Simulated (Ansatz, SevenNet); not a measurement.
Elastic constant C44 (GPa) of solids drawn from the class of silicides and borides, at two levels: the machine-learned potential SevenNet-0 (trained on PBE and PBE+U data), and PBE in Ansatz (PAW).

| solid | SevenNet-0 | PBE | shift (%) |
|---|---|---|---|
| antifluorite Mg₂Si | 23.2 | 44.9 | +94 |
| C11b WSi₂ | 59.6 | 200 | +236 |
| AlB2-type TiB₂ | 151 | 258 | +71 |
| AlB2-type HfB₂ | 93.7 | 259 | +176 |
| C11b MoSi₂ | 48.6 | 194 | +299 |
| AlB2-type ZrB₂ | 98.9 | 251 | +154 |
| AlB2-type MgB₂ | 35.1 | 71.0 | +102 |

The shifts run from +71 % to +299 %, with a median of +154 %.

Over all 7 rows PBE is the larger in 7.

Ansatz's runs of these crystals have no spin polarisation.

Spin–orbit coupling is left out, also for the solids with elements from indium on (C11b WSi2, AlB2-type HfB2); its size isn't shown.

Each level is taken at its own relaxed cell. Ansatz's density-functional and Hartree–Fock values are scalar-relativistic unless marked +SOC, with PAW data made under PBE.

Ansatz is a quantum-chemistry and plane-wave program.
